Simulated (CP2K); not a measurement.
# N2O (nitrous oxide) at r2SCAN/cc-pVTZ

We compute a single-point energy of N2O (nitrous oxide). 

The results are computed with CP2K 2026.2.

7 further runs of the same task are left out: 5 that didn't finish, 2 set aside as unsound or not needed.

## (1) The structure to begin with

The species is N2O (3 atoms), meant as a singlet with charge 0. As SMILES, `N#[N+][O-]`. The N2–O3 distance was set to 2.584 Å, away from the relaxed value. At this shape a bond of the SMILES string is far longer than usual.

Bond lengths: N1–N2 1.118 Å.

## (2) The energy at r2SCAN/cc-pVTZ

qs.inp reads:

```
&GLOBAL
 PROJECT qs
 RUN_TYPE ENERGY
 PRINT_LEVEL MEDIUM
&END

&FORCE_EVAL
 METHOD QUICKSTEP
 &DFT
  BASIS_SET_FILE_NAME ./cc_pvtz.basis
  POTENTIAL_FILE_NAME POTENTIAL
  CHARGE 0
  MULTIPLICITY 1
  &QS
   METHOD GAPW
   EPS_DEFAULT 1.0E-10
  &END
  &MGRID
   CUTOFF 280
   REL_CUTOFF 50
   NGRIDS 4
  &END
  &POISSON
   PERIODIC NONE
   POISSON_SOLVER MULTIPOLE
  &END
  &SCF
   SCF_GUESS ATOMIC
   EPS_SCF 1.0E-07
   MAX_SCF 40
   &OT ON
    MINIMIZER CG
    PRECONDITIONER FULL_SINGLE_INVERSE
   &END
   &OUTER_SCF
    EPS_SCF 1.0E-07
    MAX_SCF 10
   &END
  &END
  &XC
   &XC_FUNCTIONAL
    &MGGA_X_R2SCAN
    &END
    &MGGA_C_R2SCAN
    &END
   &END
  &END
  &PRINT
   &MOMENTS
    PERIODIC F
    REFERENCE COM
    MAX_MOMENT 1
   &END
   &MO_CUBES
    NLUMO 3
    NHOMO -1
    WRITE_CUBE F
   &END
   &LOWDIN ON
   &END
   &HIRSHFELD OFF
   &END
  &END
 &END
 &SUBSYS
  &CELL
   ABC [angstrom] 8.7 10.3 7.5
   PERIODIC NONE
  &END
  &COORD
   N      3.516990     6.780149     3.476597
   N      4.020290     5.795349     3.641697
   O      5.183010     3.519851     4.023403
  &END
  &KIND N
   BASIS_SET cc-pVTZ
   POTENTIAL ALL
   LEBEDEV_GRID 194
   RADIAL_GRID 100
  &END
  &KIND O
   BASIS_SET cc-pVTZ
   POTENTIAL ALL
   LEBEDEV_GRID 194
   RADIAL_GRID 100
  &END
 &END
&END
```

Launch:

```console
$ OMP_NUM_THREADS=1 cp2k.psmp -i qs.inp > qs.out 2>&1
```

What values should one expect? Wanted: total energy; dipole moment.

Computed results:

Level: r2SCAN/cc-pVTZ.

| quantity | value |
| --- | --- |
| total energy | -184.45582 Eh |
| dipole moment | 1.04 D |

**Reading.** One bond is far stretched, which a spin-restricted single reference describes badly; a broken-symmetry solution may lie lower.
